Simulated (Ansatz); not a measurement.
**Relativity in V**

```
CELL_PARAMETERS angstrom
-1.49887 1.49887 1.49887
1.49887 -1.49887 1.49887
1.49887 1.49887 -1.49887
ATOMIC_POSITIONS crystal
V 0.00000 0.00000 0.00000
```

The cell was built from the bcc type and relaxed in the same program, and has space group Im-3m; it needn't be a known or the stable phase.

One fixed cell is solved with PBE by LAPW (all electrons) in Ansatz 0.2.0 under different relativistic treatments. Pressure is positive in compression.

The runs use a Γ-centred 16×16×16 k mesh, Fermi–Dirac smearing of 0.05 eV, basis error target 1 meV/atom, spin-polarised from start moments V 1.5 μB (the moments died away, and the run ended non-magnetic).

```
                 setting  P (GPa)  lowest level at Γ above −25 eV, from the valence-band top or, without a gap, the Fermi level (eV)
     scalar-relativistic    -0.02                                                                                              -6.60
        non-relativistic        ?                                                                                                  ?
with spin–orbit coupling    -0.01                                                                                              -6.60
```

What belongs in the row "non-relativistic", column "lowest level at Γ above −25 eV, from the valence-band top or, without a gap, the Fermi level (eV)"?

-6.37.

Give the missing entry: row "non-relativistic", column "P (GPa)".

0.74.
